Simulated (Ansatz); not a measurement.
Density of states of GePd (Pnma, a = 5.798 Å, b = 3.543 Å, c = 6.283 Å, α = 90.00°, β = 90.00°, γ = 90.00°), in states per eV and primitive cell, averaged over bins of 0.5 eV. Theory: DFT r2SCAN, scalar-relativistic, plane waves, PAW (Ansatz 0.2.0).

Cutoff 500 eV; k points 6×10×6 on the computed 8-atom cell (Γ-centred); Gaussian smearing, width 0.10 eV; no spin polarisation.

The cell is relaxed at this level. The states (both spins) are summed by tetrahedra on a 9×15×9 mesh at the self-consistent density. Energies are bin centres; the table starts no lower than −8 eV and ends at 6 eV, or lower where the solved bands end.

It is a metal at this level.

| E − E_F (eV) | total | Pd 4d | Ge 4p | Ge 4s | Pd 4s |
| --- | --- | --- | --- | --- | --- |
| -6.60 | 1.31 | 0.58 | 0.66 | 0.02 | 0.03 |
| -6.10 | 6.06 | 3.18 | 2.65 | 0.09 | 0.07 |
| -5.60 | 6.40 | 3.90 | 2.28 | 0.12 | 0.05 |
| -5.10 | 10.17 | 8.08 | 1.88 | 0.12 | 0.02 |
| -4.60 | 14.02 | 11.88 | 1.86 | 0.15 | 0.02 |
| -4.10 | 12.20 | 10.47 | 1.43 | 0.18 | 0.01 |
| -3.60 | 11.41 | 9.93 | 1.21 | 0.15 | 0.01 |
| -3.10 | 12.12 | 10.81 | 1.02 | 0.17 | 0.01 |
| -2.60 | 7.21 | 5.80 | 1.06 | 0.23 | 0.01 |
| -2.10 | 4.57 | 2.48 | 1.61 | 0.32 | 0.01 |
| -1.60 | 3.97 | 1.60 | 1.92 | 0.28 | 0.01 |
| -1.10 | 3.04 | 1.19 | 1.51 | 0.20 | 0.01 |
| -0.60 | 2.04 | 0.81 | 0.94 | 0.22 | 0.01 |
| -0.10 | 2.17 | 0.73 | 1.07 | 0.28 | 0.01 |
| 0.40 | 2.47 | 0.75 | 1.26 | 0.35 | 0.01 |
| 0.90 | 2.97 | 0.77 | 1.63 | 0.41 | 0.01 |
| 1.40 | 3.15 | 0.72 | 1.82 | 0.42 | 0.01 |
| 1.90 | 3.22 | 0.63 | 1.99 | 0.40 | 0.01 |
| 2.40 | 2.56 | 0.44 | 1.66 | 0.28 | 0.00 |
| 2.90 | 2.82 | 0.42 | 1.88 | 0.19 | 0.00 |
| 3.40 | 3.77 | 0.48 | 2.62 | 0.19 | 0.00 |
| 3.90 | 3.62 | 0.38 | 2.58 | 0.14 | 0.00 |
| 4.40 | 3.63 | 0.35 | 2.63 | 0.09 | 0.00 |
| 4.90 | 2.78 | 0.25 | 1.99 | 0.04 | 0.00 |
| 5.40 | 0.95 | 0.05 | 0.41 | 0.01 | 0.00 |

The columns after the total are the main Löwdin projections on the occupied valence shells of the potentials; 1 other is left out. The rest of the total lies in those, in shells that are empty in the free atom, which aren't projected, and between the atoms.

Cost: 1 run of about 6.9 core-minutes, on Oxide Virtual Turin-like Processor (Zen 5) (shared hosts).